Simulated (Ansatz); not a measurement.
# C₂H₆OS: small, medium and large basis sets

Aim: see how fast density functionals and correlated methods converge with the basis set for C₂H₆OS.

Program: Ansatz 0.2.0, Gaussian basis. Level of theory: one geometry, several basis sets. These are calculated values, not measurements.

The runs, in order: PBE0-D4/def2-SVP; ωB97M-V/def2-SVP; PBE0-D4/def2-QZVPP; ωB97M-V/def2-QZVPP; CCSD(T)/cc-pV(D+d)Z; CCSD(T)/cc-pV(T+d)Z; CCSD(T)/cc-pV(Q+d)Z; the functionals' def2-TZVPP values are taken from earlier runs.

### 1 The relaxed structure

The geometry comes from an earlier relaxation with PBE0-D4 in a triple-zeta def2 set; it is a stationary point, not always the lowest conformer.

SMILES `OCCS`, 10 atoms, charge 0, spin multiplicity 1.

Atoms are counted from 1 here; the program's logs count them from 0.

Bond lengths: O1–C2 1.412 Å, O1–H5 0.960 Å, C2–C3 1.511 Å, C2–H6 1.098 Å, C2–H7 1.098 Å, C3–S4 1.814 Å, C3–H8 1.091 Å, C3–H9 1.091 Å, S4–H10 1.341 Å. Angles: C2–O1–H5 108.6°, O1–C2–C3 107.1°, O1–C2–H6 111.4°, O1–C2–H7 111.4°, C3–C2–H6 109.6°, C3–C2–H7 109.6°, H6–C2–H7 107.9°, C2–C3–S4 108.5°, C2–C3–H8 109.5°, C2–C3–H9 109.5°, S4–C3–H8 110.1°, S4–C3–H9 110.1°, H8–C3–H9 109.1°, C3–S4–H10 96.5°.

### 2 PBE0-D4 in def2-SVP

in.yaml

```yaml
crystal:
  periodic: [false, false, false]
  atoms:
    - {symbol: O, position_ang: [1.330782, 1.101157, -0.711194]}
    - {symbol: C, position_ang: [0.023468, 0.760564, -0.301861]}
    - {symbol: C, position_ang: [0.080034, -0.649930, 0.237911]}
    - {symbol: S, position_ang: [-1.585258, -1.126238, 0.778271]}
    - {symbol: H, position_ang: [1.319916, 1.995342, -1.059568]}
    - {symbol: H, position_ang: [-0.340226, 1.439844, 0.481015]}
    - {symbol: H, position_ang: [-0.683046, 0.804977, -1.141728]}
    - {symbol: H, position_ang: [0.773523, -0.689603, 1.078785]}
    - {symbol: H, position_ang: [0.428101, -1.324831, -0.544961]}
    - {symbol: H, position_ang: [-1.264196, -2.362380, 1.186228]}
basis:
  gaussian: {orbitals: def2-SVP}
hamiltonian: {xc: pbe0, dispersion: d4}
output: {orbitals: {seedname: orbitals}}
```

Started as:

```console
> ansatz run in.yaml --threads 2 --pin off --events-out ev --progress --plain --max-ram 20480MiB --backend cpu
```

The runs that follow: ωB97M-V in def2-SVP; PBE0-D4 in def2-QZVPP; ωB97M-V in def2-QZVPP; CCSD(T) in cc-pV(D+d)Z; CCSD(T) in cc-pV(T+d)Z; CCSD(T) in cc-pV(Q+d)Z.

Before running them: what should the planned runs give, taken together? Wanted: MP2 correlation recovered, cc-pV(D+d)Z; MP2 correlation recovered, cc-pV(T+d)Z; MP2 correlation recovered, cc-pV(Q+d)Z; CCSD(T) limit from def2 sets; PBE0-D4: double and triple zeta above quadruple; ωB97M-V: double and triple zeta above quadruple.

**Answer**, as computed:

| quantity | value |
| --- | --- |
| MP2 correlation recovered, cc-pV(D+d)Z | 70.2 % |
| MP2 correlation recovered, cc-pV(T+d)Z | 88.7 % |
| MP2 correlation recovered, cc-pV(Q+d)Z | 95.3 % |
| CCSD(T) limit from def2 sets (earlier runs) less the limit of this series | -60 meV |
| PBE0-D4: double and triple zeta above quadruple | 9.33, 0.58 eV |
| ωB97M-V: double and triple zeta above quadruple | 9.50, 0.57 eV |

For PBE0-D4 the step from double to triple zeta gains 8.75 eV and the next only 0.58 eV. Correlation climbs from 70 % (cc-pV(D+d)Z) to 95 % (cc-pV(Q+d)Z) of the limit; Hartree-Fock is 0.126 eV from its own by then. A limit from the def2 sets, made apart, differs by 60 meV, a least measure of the doubt on such a limit. Total energies overstate the basis error of differences, where much of it tends to cancel. The LUMO of ωB97M-V is positive and keeps falling with the basis (2.96 to 1.62 eV): an unbound level that the basis holds in place.
